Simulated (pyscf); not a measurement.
HS–GeH: (SMILES [SH][GeH]) [singlet] + H₂ (SMILES [H][H]) -> H₂S (SMILES S) + GeH₂ (SMILES [GeH2]) [singlet] (four-centre exchange; singlet surface; Ge–S, H–H broken, H–S, Ge–H formed). PySCF, gas phase, ωB97X-D3(BJ)/def2-SVP geometries. Energies in kJ/mol from the separated reactants.

```csv
level,barrier,reaction energy
ωB97X-D3(BJ)/def2-TZVP,…,+114.7
r²SCAN/def2-TZVP,…,…
B3LYP-D3(BJ)/def2-TZVP,95.1,+109.5
PBE0-D3(BJ)/def2-TZVP,77.5,+109.6
M06-2X/def2-TZVP,105.4,+110.8
HF/def2-TZVP,155.7,+74.0
```

Task: Some entries are withheld; supply them.

Result: 
- ωB97X-D3(BJ)/def2-TZVP, barrier: 101.4
- r²SCAN/def2-TZVP, barrier: 78.4
- r²SCAN/def2-TZVP, reaction energy: +117.7

On the product side the descent ends in an adduct with a Ge–S contact, 77.7 kJ/mol under the separated species and 64.4 kJ/mol under the saddle at ωB97X-D3(BJ)/def2-TZVP. At ωB97X-D3(BJ)/def2-TZVP, r²SCAN, B3LYP-D3(BJ), PBE0-D3(BJ), M06-2X the saddle lies under the separated products, which points to a path from their complex (located at ωB97X-D3(BJ) alone), and parting the products costs more than the saddle. What is counted as broken (Ge–S) persists as a longer contact in the product adduct; parting that adduct is a step of its own. One saddle was located; it need not be the lowest between these sides. Elements up to Kr have no core potential and no relativistic terms here.
